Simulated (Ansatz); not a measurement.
# Worked example: HSi–AsH⁺, quintet against HSi–AsH, quartet

Geometry (PBE0/def2-TZVP stationary point of a quartet), kept for both states (HSi–AsH, quartet: A'; HSi–AsH⁺, quintet: A'):

```csv
atom,x (Å),y (Å),z (Å)
Si,0.0000,-0.1255,1.7465
As,0.0000,0.0508,-0.6765
H,0.0000,1.1822,2.4746
H,0.0000,-1.4642,-0.8530
```

Basis cc-pVTZ; Ansatz 0.2.0. Only valence electrons are correlated (noble-gas cores and the filled d shells of p-block atoms frozen). R marks a restricted (for open shells ROHF) determinant, U an unrestricted one. No spin–orbit coupling is included, and no scalar relativity.

Full CI isn't at hand for all of this; UCCSDT(Q) serves as the reference, and is uncertain by about the last step of the cluster series.

```csv
level,"E(HSi–AsH, quartet) (hartree)","E(HSi–AsH⁺, quintet) (hartree)"
UHF,-2524.271925,-2523.938682
UMP2,-2524.465311,-2524.096702
UCCSD(T),-2524.512047,-2524.140074
PBE,-2526.013287,-2525.638006
wB97M-V,-2526.341197,-2525.967018
UCCSDT(Q),-2524.514170,-2524.142073
```

Problem. Give the vertical gap, HSi–AsH⁺ quintet less HSi–AsH quartet, at each level in eV (1 hartree = 27.2114 eV), and each error against UCCSDT(Q).

Solution. UCCSDT(Q): (-2524.142073 − (-2524.514170)) × 27.2114 = 10.125 eV (the reference)
wB97M-V: (-2525.967018 − (-2526.341197)) × 27.2114 = 10.182 eV, error 0.057 eV
PBE: (-2525.638006 − (-2526.013287)) × 27.2114 = 10.212 eV, error 0.087 eV
UCCSD(T): (-2524.140074 − (-2524.512047)) × 27.2114 = 10.122 eV, error -0.003 eV
UMP2: (-2524.096702 − (-2524.465311)) × 27.2114 = 10.030 eV, error -0.095 eV
UHF: (-2523.938682 − (-2524.271925)) × 27.2114 = 9.068 eV, error -1.057 eV

Total energies of functionals can't be set beside those of wave-function methods, since they hold the core's correlation and their own absolute errors; only the differences compare.

The reference still carries a basis error, for a change of charge of the order of 0.1 eV, so smaller errors of functionals can't be ranked.

Each level lands on the state that its own search finds. T1 diagnostics of restricted CCSD: 0.030 and 0.039.
